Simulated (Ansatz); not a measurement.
Input file:

```yaml
crystal:
  periodic: [false, false, false]
  atoms:
    - {symbol: N, position_ang: [0.000000, 0.000000, 0.000000]}
    - {symbol: C, position_ang: [0.000000, 0.000000, 1.160084]}
basis:
  gaussian: {orbitals: cc-pVDZ}
magnetization: {spin_polarized: true, initial_magnetization: 1}
correlation: {method: ccsdtq, electrons: outside_noble_gas}
```

```sh
$ ansatz run in.yaml --threads 5 --pin off --events-out ev --progress --plain --max-ram 130560MiB --backend cuda --devices 0, --max-vram 75GiB
```

Q: Roughly how long does this take on 5 threads of AMD EPYC 7R13 with a whole H100 80 GB, shared host, and how much host memory?

A: 14 s wall and 0.85 GiB.

```
488 factors; integrals over basis functions are off by at most 1.7e-7 eV
mean field evaluation 1: about -2507.3337 eV, gradient 1.5e1 eV
mean field evaluation 2: about -2507.3375 eV, gradient 1.5e1 eV
mean field evaluation 4: about -2508.5553 eV, gradient 2.5e0 eV
mean field evaluation 8: about -2508.9744 eV, gradient 1.4e0 eV
mean field evaluation 16: about -2509.2444 eV, gradient 6.8e-7 eV
mean field evaluation 32: about -2508.5083 eV, gradient 2.7e0 eV
mean field evaluation 64: about -2508.6439 eV, gradient 6.1e-5 eV
mean field evaluation 96: about -2508.6435 eV, gradient 7.9e-2 eV
mean field evaluation 128: about -2509.2444 eV, gradient 2.6e-3 eV
mean field evaluation 160: about -2508.7770 eV, gradient 1.7e-4 eV
mean field -2509.24442361 eV, -92.2130317408 hartree, gradient 7.4e-7 eV, S^2 1.104986; 7 other end points of the search recorded, 0 dependent functions left out
determinant -2509.24442361 eV, -92.2130317408 hartree, with singles and doubles -2516.36394879 eV, -92.4746694652 hartree
determinant -2508.79106399 eV, -92.1963710819 hartree, with singles and doubles -2515.87918423 eV, -92.4568546964 hartree
determinant -2508.77699386 eV, -92.1958540142 hartree, with singles and doubles -2516.21762097 eV, -92.4692920171 hartree
determinant -2508.64387456 eV, -92.1909619700 hartree, with singles and doubles -2515.08370721 eV, -92.4276214550 hartree
determinant -2509.24442361 eV, -92.2130317408 hartree, with singles and doubles -2516.39320786 eV, -92.4757447163 hartree
determinant -2508.79106399 eV, -92.1963710819 hartree, with singles and doubles -2516.34943288 eV, -92.4741360154 hartree
determinant -2508.77699386 eV, -92.1958540142 hartree, with singles and doubles -2516.37492408 eV, -92.4750727996 hartree
2 core orbitals not correlated: weight in the atoms' cores, before any rotation towards them, 1.000 or more for the frozen orbitals, at most 0.000 for the correlated occupied ones
reference -2509.24442361 eV, -92.2130317408 hartree; 5, 4 occupied and 21, 22 virtual orbitals, 488 factors
second order -6.10560022 eV of doubles, -0.00000000 eV of singles
...
cycle  14  -7.58051605 eV  change   -2.8e-4 eV  update   1.0e-4
cycle  15  -7.58078476 eV  change   -2.7e-4 eV  update   5.1e-5
cycle  16  -7.58078391 eV  change    8.5e-7 eV  update   1.9e-5
cycle  17  -7.58079020 eV  change   -6.3e-6 eV  update   1.3e-5
cycle  18  -7.58077335 eV  change    1.7e-5 eV  update   9.1e-6
cycle  19  -7.58076772 eV  change    5.6e-6 eV  update   4.3e-6
cycle  20  -7.58077125 eV  change   -3.5e-6 eV  update   2.6e-6
cycle  21  -7.58077632 eV  change   -5.1e-6 eV  update   1.5e-6
cycle  22  -7.58077807 eV  change   -1.7e-6 eV  update   8.5e-7
cycle  23  -7.58077851 eV  change   -4.5e-7 eV  update   4.3e-7
Total energy: -2516.82520213 eV, -92.4916202127 hartree
```

For the same geometry and basis full CI lies 5.5 meV lower.
